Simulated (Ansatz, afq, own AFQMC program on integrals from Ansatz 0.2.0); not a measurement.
AFQMC on a folder of integrals that Ansatz 0.2.0 wrote.

```yaml
crystal:
  periodic: [false, false, false]
  atoms:
    - {symbol: Al, position_ang: [-0.006642, -0.073400, 0.621288]}
    - {symbol: N, position_ang: [-0.006642, 0.047097, -1.142751]}
    - {symbol: H, position_ang: [-0.006642, 1.361476, 1.354570]}
    - {symbol: H, position_ang: [0.276738, -0.051114, -2.105742]}
basis:
  gaussian: {orbitals: cc-pVDZ}
magnetization: {spin_polarized: true, initial_magnetization: 2}
correlation: {method: ccsd_t, electrons: outside_noble_gas, hamiltonian_folder: ham}
```

```sh
$ ansatz run in.yaml --threads 1 --pin off --events-out ev --progress --plain --max-ram 1382MiB
```

Options of the walk:

```
--method phaseless --trial hf --walkers 120 --populations 1 --least-time 40 --time-step 0.005 --steps-per-block 20 --equilibration-blocks 160 --max-blocks 600 --target-error 0.00228 --factor-cut 1e-05 --start spin_pure --seed 6098 --taylor-order 6
```

Times are imaginary, in 1/Eh. The walk had a cap of 1086 s.

```
orbitals 36  electrons 6 4  factors 266 of 404
reference energy -297.46209967 Eh
CCSD correlation -0.20744614 Eh in 19 cycles, weight of the determinant in the CISD state 0.9033
energy of the start -297.462481 Eh
 block  time / (1/Eh)  mean weight  energy / Eh
     1     0.100  0.9995  -297.511688
     2     0.200  1.0019  -297.542370
     3     0.300  1.0001  -297.570225
     4     0.400  1.0003  -297.594021
     5     0.500  1.0017  -297.603914
     7     0.700  0.9988  -297.637476
     9     0.900  1.0004  -297.633444
    15     1.500  1.0001  -297.661886
    43     4.300  0.9988  -297.647953
    71     7.100  1.0016  -297.676930
    99     9.900  1.0019  -297.697367
   127    12.700  1.0001  -297.647881
   155    15.500  1.0015  -297.715639
   183    18.300  0.9997  -297.682050
   211    21.100  0.9992  -297.654265
   239    23.900  0.9991  -297.663240
   267    26.700  0.9997  -297.682374
   295    29.500  1.0026  -297.689721
   323    32.300  0.9997  -297.705596
   337    33.700  0.9989  -297.627070
   351    35.100  0.9992  -297.667630
   379    37.900  0.9998  -297.687897
   407    40.700  1.0003  -297.662596
   435    43.500  0.9993  -297.691967
   463    46.300  1.0003  -297.672408
   491    49.100  1.0015  -297.655616
   519    51.900  1.0003  -297.664475
   547    54.700  1.0003  -297.653929
blocks merged  error / Eh  count
     1  0.000944  400
     2  0.001232  200
     4  0.001579  100
     8  0.001841  50
    16  0.002010  25
    32  0.001401  12
energy -297.672535 +/- 0.002010 Eh
(rows thinned)
```

**Question.** Estimate how long the walk took on 1 thread of Intel(R) Xeon(R) Platinum 8488C (Sapphire Rapids), with other jobs on the host.

**Answer.** 2.4 min of wall time.

The run passed its tests (sampling time, drift between the halves within three errors, error under three times the target), which doesn't prove that it has relaxed.

Against this walk (error 54.7 meV) on the same determinant: CCSD(T) 51.0 meV lower (within the noise), CCSDT(Q) 92.7 meV lower (within the noise), a separate phaseless walk with a CISD trial and standard settings 64.6 ± 55.2 meV lower (within the noise). The error is statistical and leaves out the bias of the constraint.

Cautions: constraint bias not in the error; lower spins were not checked.

CCSDT and higher add their correlation energy to the determinant of the CCSD(T) run, since their own runs factorise the integrals more tightly (a shift of under 2 meV).
